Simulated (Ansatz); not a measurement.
A made-up structure of CH3SSi, doublet:

C1  (0.493, 0.485, 0.213)
Si2  (-0.504, -0.915, -0.208)
S3  (-1.452, 0.476, -0.668)
H4  (-0.853, -2.285, -0.336)
H5  (1.302, 0.803, -0.394)
H6  (0.576, 0.838, 1.208)
(Å)

It is relaxed with PBE-D4/def2-SVP and then PBE0-D4/def2-TZVP (Ansatz 0.2.0). Atoms count as bonded within 1.22 times the sum of their covalent radii (H–H: 0.88 Å). The end point is not checked to be a true minimum.

Question: Does its bonding change? (Judge from chemistry; the calculation decides.)

Answer: The calculation gives: No: no bond forms or breaks.

Where it ends: The first stage lowers the energy by 3.59 eV in 9 steps. It ends as CH₃SSi ([CH2]1[SiH][S]1):
```
6
angstrom
C 0.3620 0.4222 0.1965
Si -0.7528 -1.0565 0.2809
S -1.2867 0.7529 -0.6050
H -0.4716 -2.1944 -0.6512
H 1.1931 0.4682 -0.5016
H 0.5186 1.0096 1.0953
```

Labels in which every atom is bracketed show which atoms are joined, not bond orders.

For scale, one of the runs: PBE0-D4/def2-TZVP relaxation, 123 basis functions, launched by `ansatz run in.yaml --threads 2 --pin off --events-out ev --progress --plain --max-ram 4352MiB`. The run took about 18 s on 2 CPU threads of an Arm Neoverse V2 (shared host).
